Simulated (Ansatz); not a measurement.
**the pair S2···S− at 6 levels**

Aim: a comparison of 6 runs (UHF/STO-3G, UB2PLYP/STO-3G, UBLYP/STO-3G, UCAM-B3LYP/STO-3G, UPBE0/STO-3G, RPA@PBE/STO-3G) of the pair S2···S−. 

Program for the calculation: Ansatz 0.2.0.

25 further runs of the same task are left out: 24 that didn't finish, 1 set aside as unsound or not needed.

**1. The molecule**

The species is [S3]− (3 atoms), meant as a doublet with charge -1. The S3–S2 distance was set to 2.975 Å, away from the relaxed value.

Bond lengths: S1–S2 1.985 Å. A long bond or contact: S2–S3 2.975 Å.

**2. The energy at UHF/STO-3G (run 1)**

Input file job.yaml:

```yaml
crystal:
  periodic: [false, false, false]
  atoms:
    - {symbol: S, position_ang: [-1.278783, 1.028044, 1.914385]}
    - {symbol: S, position_ang: [0.235587, 1.317524, 0.664415]}
    - {symbol: S, position_ang: [0.720140, -0.880310, -1.281490]}
basis:
  gaussian: {orbitals: STO-3G}
total_charge: -1
magnetization: {spin_polarized: true, initial_magnetization: 1}
hamiltonian: {xc: hf}
accuracy: high
```

Command:

```console
$ ansatz run job.yaml --threads 1 --pin off --max-ram 2610MiB --events-out events.jsonl --progress --plain --runs-dir runs
```

Output (excerpt; [...] marks lines left out):

```text
Warning: RAYON_NUM_THREADS=1 ignored (pool sized by the plan → 1); use --threads N
Functional definition: HF
  name "HF"
[...]
457 factors; integrals over basis functions are off by at most 6.9e-9 eV
[...]
mean field -32089.96194324 eV, -1179.2843500568 hartree, gradient 1.5e-8 eV, S^2 1.710902; 13 other end points of the search recorded, 0 dependent functions left out
reference -32089.96194324 eV, -1179.2843500568 hartree; 25, 24 occupied and 2, 3 virtual orbitals, 457 factors
Total energy: -32089.96194324 eV, -1179.2843500568 hartree
```

Run time: 3 s. Hardware: 1 thread of Arm Neoverse V1, shared host; peak memory 0.081 GiB.

**3. A single-point energy at UB2PLYP/STO-3G (run 2)**

Input file molecule.yaml:

```yaml
crystal:
  periodic: [false, false, false]
  atoms:
    - {symbol: S, position_ang: [-1.278783, 1.028044, 1.914385]}
    - {symbol: S, position_ang: [0.235587, 1.317524, 0.664415]}
    - {symbol: S, position_ang: [0.720140, -0.880310, -1.281490]}
basis:
  gaussian: {orbitals: STO-3G}
total_charge: -1
magnetization: {spin_polarized: true, initial_magnetization: 1}
hamiltonian: {xc: {name: B2PLYP}}
correlation: {frozen_orbitals: {S: 5}}
accuracy: high
```

Command:

```console
$ ansatz run molecule.yaml --threads 1 --pin off --max-ram 2610MiB --events-out events.jsonl --progress --plain --runs-dir runs
```

Output (excerpt; [...] marks lines left out):

```text
Warning: RAYON_NUM_THREADS=1 ignored (pool sized by the plan → 1); use --threads N
Functional definition: B2PLYP
  name "B2PLYP"
[...]
457 factors; integrals over basis functions are off by at most 6.9e-9 eV
[...]
mean field -32125.50160264 eV, -1180.5904084498 hartree, gradient 5.5e-9 eV, S^2 1.716614; 14 other end points of the search recorded, 0 dependent functions left out
15 core orbitals not correlated: weight in the atoms' cores, before any rotation towards them, 1.000 or more for the frozen orbitals, at most 0.000 for the correlated occupied ones
reference -32125.50162092 eV, -1180.5904091218 hartree; 10, 9 occupied and 2, 3 virtual orbitals, 457 factors
second order -1.55347408 eV of doubles, -0.00000000 eV of singles
Total energy: -32125.92105892 eV, -1180.6058231841 hartree
```

Run time: 26 s. Hardware: 1 thread of Arm Neoverse V1, shared host; peak memory 0.15 GiB.

**4. The energy at UBLYP/STO-3G (run 3)**

Input file input.yaml:

```yaml
crystal:
  periodic: [false, false, false]
  atoms:
    - {symbol: S, position_ang: [-1.278783, 1.028044, 1.914385]}
    - {symbol: S, position_ang: [0.235587, 1.317524, 0.664415]}
    - {symbol: S, position_ang: [0.720140, -0.880310, -1.281490]}
basis:
  gaussian: {orbitals: STO-3G}
total_charge: -1
magnetization: {spin_polarized: true, initial_magnetization: 1}
hamiltonian: {xc: {name: BLYP}}
accuracy: high
```

Command:

```console
$ ansatz run input.yaml --threads 1 --pin off --max-ram 2610MiB --events-out events.jsonl --progress --plain --runs-dir runs
```

Output (excerpt; [...] marks lines left out):

```text
Warning: RAYON_NUM_THREADS=1 ignored (pool sized by the plan → 1); use --threads N
Functional definition: BLYP
  name "BLYP"
[...]
457 factors; integrals over basis functions are off by at most 6.9e-9 eV
[...]
mean field -32136.28672288 eV, -1180.9867543084 hartree, gradient 7.7e-8 eV, S^2 1.095524; 12 other end points of the search recorded, 0 dependent functions left out
reference -32136.28676202 eV, -1180.9867557469 hartree; 25, 24 occupied and 2, 3 virtual orbitals, 457 factors
Total energy: -32136.28676202 eV, -1180.9867557469 hartree
```

It took 17 s on 1 thread of Arm Neoverse V1, shared host; peak memory 0.14 GiB.

Runs 4 to 5 aren't shown in full; the table further down has their settings and results.

**5. The energy at RPA@PBE/STO-3G (run 6)**

Input file in.yaml:

```yaml
crystal:
  periodic: [false, false, false]
  atoms:
    - {symbol: S, position_ang: [-1.278783, 1.028044, 1.914385]}
    - {symbol: S, position_ang: [0.235587, 1.317524, 0.664415]}
    - {symbol: S, position_ang: [0.720140, -0.880310, -1.281490]}
basis:
  gaussian:
    orbitals: STO-3G
accuracy: high
magnetization:
  spin_polarized: true
  initial_magnetization: 1
correlation:
  method: rpa
  frozen_orbitals: {S: 5}
total_charge: -1
hamiltonian:
  xc: pbe
```

Command:

```console
$ ansatz run in.yaml --threads 1 --pin off --max-ram 2610MiB --events-out events.jsonl --progress --plain --runs-dir runs
```

Output (excerpt; [...] marks lines left out):

```text
Warning: RAYON_NUM_THREADS=1 ignored (pool sized by the plan → 1); use --threads N
Functional definition: PBE
  name "PBE"
[...]
457 factors; integrals over basis functions are off by at most 6.9e-9 eV
[...]
mean field -32124.50907222 eV, -1180.5539336297 hartree, gradient 1.6e-8 eV, S^2 1.124721; 12 other end points of the search recorded, 0 dependent functions left out
15 core orbitals not correlated: weight in the atoms' cores, before any rotation towards them, 1.000 or more for the frozen orbitals, at most 0.000 for the correlated occupied ones
reference -32086.05976180 eV, -1179.1409475336 hartree; 10, 9 occupied and 2, 3 virtual orbitals, 457 factors
Total energy: -32093.29000635 eV, -1179.4066541199 hartree
```

Wall time 20 s (1 thread of Arm Neoverse V1, shared host); peak memory 0.14 GiB.

**6. All runs side by side**

| run | level | frozen core orbitals | energy (Eh) | ⟨S²⟩ | wall time |
| --- | --- | --- | --- | --- | --- |
| 1 | UHF/STO-3G | – | -1179.284350 | 1.711 | 3 s |
| 2 | UB2PLYP/STO-3G | 15 | -1180.605823 | 1.717 | 26 s |
| 3 | UBLYP/STO-3G | – | -1180.986756 | 1.096 | 17 s |
| 4 | UCAM-B3LYP/STO-3G | – | -1181.044336 | 1.671 | 20 s |
| 5 | UPBE0/STO-3G | – | -1180.711272 | 1.602 | 17 s |
| 6 | RPA@PBE/STO-3G | 15 | -1179.406654 | 1.125 | 20 s |

**7. Summary of results**

```
                                quantity           value
                     run 6: total energy  -1179.40665 Eh
 run 6: RPA correlation energy (valence)      -265.7 mEh
run 6: ⟨S²⟩ of the reference determinant           1.125
```

**Reading.** Totals of different functionals can't be ranked against each other. In runs 1, 2, 3, 4, 5, 6 the basis is minimal, so the values are rough. Spin contamination of the reference: run 2 ⟨S²⟩ = 1.72, run 1 ⟨S²⟩ = 1.71, run 4 ⟨S²⟩ = 1.67, run 5 ⟨S²⟩ = 1.60, run 6 ⟨S²⟩ = 1.12, run 3 ⟨S²⟩ = 1.10. Where it is this large, the reference is a mixture of spin states, and values that rest on it are in doubt. All runs together took 1.7 min, the longest 26 s.
